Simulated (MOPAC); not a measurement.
MOPAC input (PM6):

```
PM6 PRECISE GNORM=0.05 LET XYZ GEO-OK AUX(PRECISION=9) THREADS=1
C2H6OS

S     0.00008847 1    0.23160742 1   -0.44340035 1
O    -0.00913114 1    1.47909038 1    0.36871709 1
C     1.35685821 1   -0.79445686 1    0.19502839 1
C    -1.34932659 1   -0.80911957 1    0.18682947 1
H     1.25281814 1   -0.88687215 1    1.27606774 1
H    -2.27826206 1   -0.29833962 1   -0.06004470 1
H     1.34325030 1   -1.77162955 1   -0.28833934 1
H     2.28168311 1   -0.27363282 1   -0.04622945 1
H    -1.32220226 1   -1.78607156 1   -0.29641485 1
H    -1.25084331 1   -0.90043755 1    1.26848240 1
```

From the last part of the output:

```
                                                       MOPAC v23.2.5 Linux

          FINAL HEAT OF FORMATION =        -32.76745 KCAL/MOL =    -137.09903 KJ/MOL

          COSMO AREA              =        110.26 SQUARE ANGSTROMS
          COSMO VOLUME            =         96.84 CUBIC ANGSTROMS

          GRADIENT NORM           =          0.02779          =       0.00879 PER ATOM
          IONIZATION POTENTIAL    =          8.359372 EV
          HOMO LUMO ENERGIES (EV) =         -8.359  1.018
          NO. OF FILLED LEVELS    =         13
          MOLECULAR WEIGHT        =         78.1288         POINT GROUP:  Cs

          MOLECULAR DIMENSIONS (Angstroms)

            Atom       Atom       Distance
            H     8    H     6     4.64455
            H     7    O     2     3.31867
            H     5    S     1     1.89734

          SCF CALCULATIONS        =         25

   ATOM   CHEMICAL          X               Y               Z
  NUMBER   SYMBOL      (ANGSTROMS)     (ANGSTROMS)     (ANGSTROMS)

     1       S          0.00009043  *   0.22687609  *  -0.43599135  *
     2       O         -0.00910747  *   1.48314001  *   0.35526257  *
     3       C          1.37447951  *  -0.78211029  *   0.19102305  *
     4       C         -1.36705902  *  -0.79697599  *   0.18271513  *
     5       H          1.34690125  *  -0.91727433  *   1.27590199  *
     6       H         -2.32049048  *  -0.30995854  *  -0.04937858  *
     7       H          1.38254762  *  -1.76611837  *  -0.27863905  *
     8       H          2.32396882  *  -0.28479526  *  -0.03530753  *
     9       H         -1.36161558  *  -1.78097344  *  -0.28694806  *
    10       H         -1.34458947  *  -0.93185558  *   1.26774240  *

                             CARTESIAN COORDINATES

   1    S        0.000090433     0.226876090    -0.435991349
   2    O       -0.009107470     1.483140013     0.355262569
   3    C        1.374479509    -0.782110288     0.191023047
   4    C       -1.367059022    -0.796975992     0.182715130
   5    H        1.346901253    -0.917274328     1.275901992
   6    H       -2.320490476    -0.309958536    -0.049378581
   7    H        1.382547623    -1.766118365    -0.278639054
   8    H        2.323968823    -0.284795256    -0.035307534
   9    H       -1.361615575    -1.780973439    -0.286948058
  10    H       -1.344589467    -0.931855578     1.267742396

           Empirical Formula: C2 H6 O S  =    10 atoms

      MOLECULAR POINT GROUP   :   Cs

                  EIGENVALUES
 -30.83212 -26.03369 -24.52827 -20.11395 -15.08312 -14.95977 -14.90155 -14.06133
 -13.51085 -13.09090 -11.78621 -10.41519  -8.35937   1.01790   1.60296   1.69601
   5.20349   5.22685   5.24734   5.38038   5.83139   5.95566   6.36251   6.38510
   6.55569   6.73369   7.58880

              NET ATOMIC CHARGES AND DIPOLE CONTRIBUTIONS

  ATOM NO.   TYPE          CHARGE      No. of ELECS.   s-Pop       p-Pop       d-Pop
    1          S           1.090810        4.9092     1.81722     2.76532     0.32665
    2          O          -0.747724        6.7477     1.89168     4.85605
    3          C          -0.736894        4.7369     1.12714     3.60976
    4          C          -0.736894        4.7369     1.12713     3.60976
    5          H           0.190917        0.8091     0.80908
    6          H           0.193368        0.8066     0.80663
    7          H           0.181068        0.8189     0.81893
    8          H           0.193368        0.8066     0.80663
    9          H           0.181065        0.8189     0.81893
   10          H           0.190916        0.8091     0.80908
 DIPOLE           X         Y         Z       TOTAL
 POINT-CHG.     0.030    -3.882    -3.121     4.981
 HYBRID        -0.002    -0.585     1.621     1.723
 SUM            0.029    -4.467    -1.501     4.712

          ATOMIC ORBITAL ELECTRON POPULATIONS

     Atom    s        px        py        pz      x^2-y^2     xz        z^2       yz        xy
    1  S   1.81722   0.83609   0.75592   1.17331   0.04454   0.01201   0.09502   0.05116   0.12392
    2  O   1.89168   1.76626   1.38559   1.70420
    3  C   1.12714   1.20192   1.19119   1.21665
    4  C   1.12713   1.20219   1.19075   1.21682
    5  H   0.80908
    6  H   0.80663
    7  H   0.81893
    8  H   0.80663
    9  H   0.81893
   10  H   0.80908

 **********************
 *                    *
 * JOB ENDED NORMALLY *
 *                    *
 **********************

 == MOPAC DONE ==
```
